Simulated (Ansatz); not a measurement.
Process, species as SMILES: [SiH4] (SiH4) → [SiH3] (SiH3) + H atom
B3LYP-D3(BJ)/def2-TZVP geometries, fixed; electronic energies without zero-point terms.
Largest species:
```
Si
H 1 1.4803
H 1 1.4803 2 109.47
H 1 1.4803 2 109.47 3 -120.00
H 1 1.4803 2 109.47 4 -120.00
```

How fast the bond dissociation energy converges with the basis for several methods (Ansatz, a quantum-chemistry and plane-wave program): deviation from each method's own reference, in kcal/mol. References: B2PLYP 95.63 kcal/mol, the value in pcseg-4; CCSD(T) 96.71 kcal/mol, Hartree-Fock in aug-cc-pV(Q+d)Z plus the correlation part extrapolated as X^-3 from aug-cc-pV(T+d)Z and aug-cc-pV(Q+d)Z; HF 76.27 kcal/mol, the value in pcseg-4; MP2 94.81 kcal/mol, Hartree-Fock in aug-cc-pV(Q+d)Z plus the correlation part extrapolated as X^-3 from aug-cc-pV(T+d)Z and aug-cc-pV(Q+d)Z; PBE 91.06 kcal/mol, the value in pcseg-4; PBE0 91.86 kcal/mol, the value in pcseg-4. Cartesian d functions, on some or all atoms, in 6-31G*; all else is spherical. In correlated methods cores are frozen. Open shells are unrestricted. No added dispersion term, no relativity. 

```tsv
basis	functions	B2PLYP	CCSD(T)	HF	MP2	PBE	PBE0
6-31G	21	-9.57	-18.06	-8.05	-18.53	[?]	-4.47
3-21G	21	-8.25	-16.98	-7.09	-17.42	[?]	-3.29
6-31G*	27	-3.43	-10.52	-0.47	-10.50	[?]	-0.02
pcseg-1	38	-2.14	-4.91	0.34	-5.49	[?]	-0.39
def2-SVP	38	-2.05	-4.45	-0.59	-5.36	[?]	-0.50
cc-pV(T+d)Z	95	-0.55	-1.48	-0.23	-2.02	[?]	-0.05
def2-TZVPPD	116	-0.50	-1.34	-0.22	-1.85	[?]	-0.08
cc-pV(5+d)Z	320	0.01	-0.30	-0.05	-0.38	[?]	0.01
```

Fill in the missing entries.


- 6-31G, PBE: -3.29
- 3-21G, PBE: -1.88
- 6-31G*, PBE: 0.20
- pcseg-1, PBE: -0.61
- def2-SVP, PBE: -0.33
- cc-pV(T+d)Z, PBE: 0.07
- def2-TZVPPD, PBE: 0.00
- cc-pV(5+d)Z, PBE: 0.02

Mean absolute deviation over cc-pV(T+d)Z, def2-TZVPPD: PBE 0.04, PBE0 0.06, HF 0.22, B2PLYP 0.52, CCSD(T) 1.41, MP2 1.93 kcal/mol.
